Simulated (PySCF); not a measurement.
## Name the molecule from its bond curve

A diatomic of charge -1 contains Cl (the partner may be the same element). Its doublet curve at LC-ωPBE in a triple-zeta basis (no relativity, PySCF), in eV from the separated fragments:

| R (Å) | E (eV) |
| --- | --- |
| 2.265 | -0.971 |
| 2.371 | -1.165 |
| 2.476 | -1.255 |
| 2.555 | -1.274 |
| 2.634 | -1.265 |
| 2.713 | -1.234 |
| 2.818 | -1.170 |
| 2.950 | -1.071 |
| 3.108 | -0.942 |
| 3.319 | -0.773 |

The fit gives ωe = 265 cm⁻¹ and the rotational constant Bₑ = 0.1466 cm⁻¹.

Problem. Which atom is the partner?

Solution. The minimum lies at 2.564 Å, so the reduced mass is 16.8576 u Å² cm⁻¹/(Bₑ·Re²) = 17.49 u. With Cl at 34.97 u the partner weighs about 35.0 u: Cl. The molecule is Cl₂⁻.

The state is the lowest determinant that a PBE0 search found; another state may lie lower at other levels.
